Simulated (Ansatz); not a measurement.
# BH₃F (doublet): from Hartree-Fock to the top rungs at distance B1–H4 along a hydrogen transfer = 1.702 Å, cc-pVDZ

The task here is to estimate one member of a computed series from the others.

Method: cc-pVDZ, core rule «outside noble gas», up to 2 orbitals frozen; program: Ansatz 0.2.0, Gaussian basis.

The runs, in order: UHF; CCSD(T) on ROHF; CCSD(T) on UHF; BCCD(T) on ROHF; CISD; CCSDT(Q) on ROHF; CCSDT(Q) on UHF; CASSCF and MRCISD+Q, 3 electrons in 3 orbitals; CASSCF and NEVPT2, 3 electrons in 3 orbitals.

16 further runs of the same task are left out: 9 for a known fault of the program, 1 for a mislabelled method, 5 that didn't finish, 1 set aside as unsound or not needed.

## The geometry

The geometry derives from fragments relaxed apart (PBE0/def2-TZVP) and kept rigid, so it is no stationary point. A hydrogen atom is moved between rigid fragments.

5 atoms, charge 0, spin multiplicity 2.

Atoms are counted from 1 here; the program's logs count them from 0.

Bond lengths: B1–H2 1.193 Å, B1–H3 1.193 Å, H4–F5 0.985 Å. Angles: H2–B1–H3 120.0°.

Set-up of the first run:

Input file in.yaml:

```yaml
crystal:
  periodic: [false, false, false]
  atoms:
    - {symbol: B, position_ang: [-1.570400, 0.000000, 0.000000]}
    - {symbol: H, position_ang: [-2.167133, 1.033571, 0.000000]}
    - {symbol: H, position_ang: [-2.167133, -1.033571, 0.000000]}
    - {symbol: H, position_ang: [0.131600, 0.000000, 0.000000]}
    - {symbol: F, position_ang: [1.116600, 0.000000, 0.000000]}
basis:
  gaussian: {orbitals: cc-pVDZ}
magnetization: {spin_polarized: true, initial_magnetization: 1}
hamiltonian: {xc: hf}
output: {orbitals: {seedname: orbitals}}
```

Launch:

```
$ ansatz run in.yaml --threads 1 --pin off --events-out ev --progress --plain --max-ram 2393MiB
```

Among the steps run: UHF; CCSD(T) on ROHF; CCSD(T) on UHF; BCCD(T) on ROHF; CISD; CCSDT(Q) on ROHF; CCSDT(Q) on UHF; CASSCF and MRCISD+Q, 3 electrons in 3 orbitals; CASSCF and NEVPT2, 3 electrons in 3 orbitals.

One of the session's tables, all rows but one given; the rest of the session is left out.

```
       method  from UCCSDT(Q) (kcal/mol)
         ROHF                          ?
          UHF                    +191.72
         RMP2                     +18.46
         UMP2                     +18.56
         CISD                     +15.90
        RCCSD                      +3.20
        UCCSD                      +3.16
     RCCSD(T)                      +0.67
     UCCSD(T)                      +0.66
      BCCD(T)                      +0.64
       RCCSDT                      +0.31
       UCCSDT                      +0.31
    RCCSDT(Q)                      +0.02
    UCCSDT(Q)                          0
  CASSCF pair                    +178.18
  NEVPT2 pair                     +18.20
  MRCISD pair                     +13.85
MRCISD+Q pair                      +1.68
```

**Question.** Estimate the row for ROHF.

The run gave: from UCCSDT(Q) (kcal/mol): +193.35. In the column «from UCCSDT(Q) (kcal/mol)» it is the highest.

Limits of these values: Restricted and unrestricted rows rest on different reference determinants; where their highest levels disagree by more than a few hundredths of an eV, they describe different states and don't form one ladder.
